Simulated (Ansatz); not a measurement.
in.yaml

```yaml
crystal:
  periodic: [false, false, false]
  atoms:
    - {symbol: Si, position_ang: [0.000000, 0.000000, 0.000000]}
    - {symbol: As, position_ang: [0.000000, 0.000000, 2.453600]}
basis:
  gaussian: {orbitals: cc-pVTZ}
total_charge: 1
magnetization: {spin_polarized: false, initial_magnetization: 2}
correlation: {method: ccsdt_q, electrons: outside_noble_gas}
```

```sh
$ ansatz run in.yaml --threads 1 --pin off --events-out ev --progress --plain --max-ram 2393MiB
```

Q: Roughly how long does this take on 1 thread of Intel Xeon, shared host, and how much host memory?

A: 67 s wall and 0.65 GiB.

```
846 factors; integrals over basis functions are off by at most 1.7e-7 eV
mean field evaluation 1: about -68649.6464 eV, gradient 1.1e1 eV
mean field evaluation 2: about -68649.7640 eV, gradient 1.1e1 eV
mean field evaluation 4: about -68650.3693 eV, gradient 2.3e0 eV
mean field evaluation 8: about -68650.4276 eV, gradient 4.0e-1 eV
mean field evaluation 16: about -68650.4306 eV, gradient 3.0e-6 eV
mean field evaluation 32: about -68643.0147 eV, gradient 4.7e-2 eV
mean field evaluation 64: about -68649.0004 eV, gradient 3.2e0 eV
mean field evaluation 96: about -68649.8658 eV, gradient 4.8e0 eV
mean field evaluation 128: about -68646.5520 eV, gradient 8.8e0 eV
mean field evaluation 160: about -68649.1367 eV, gradient 3.4e-3 eV
...
cycle  11  -5.42624397 eV  change   -3.0e-5 eV  update   1.2e-4
cycle  12  -5.42628430 eV  change   -4.0e-5 eV  update   5.9e-5
cycle  13  -5.42633995 eV  change   -5.6e-5 eV  update   3.2e-5
cycle  14  -5.42637950 eV  change   -4.0e-5 eV  update   1.5e-5
cycle  15  -5.42637433 eV  change    5.2e-6 eV  update   7.0e-6
cycle  16  -5.42636459 eV  change    9.7e-6 eV  update   3.3e-6
cycle  17  -5.42636381 eV  change    7.8e-7 eV  update   1.4e-6
cycle  18  -5.42636411 eV  change   -3.0e-7 eV  update   7.3e-7
cycle  19  -5.42636498 eV  change   -8.7e-7 eV  update   3.4e-7
cycle  20  -5.42636551 eV  change   -5.3e-7 eV  update   1.5e-7
perturbative correction -0.01791419 eV, -0.0006583342 hartree
Total energy: -68655.87490566 eV, -2523.0568661595 hartree
```
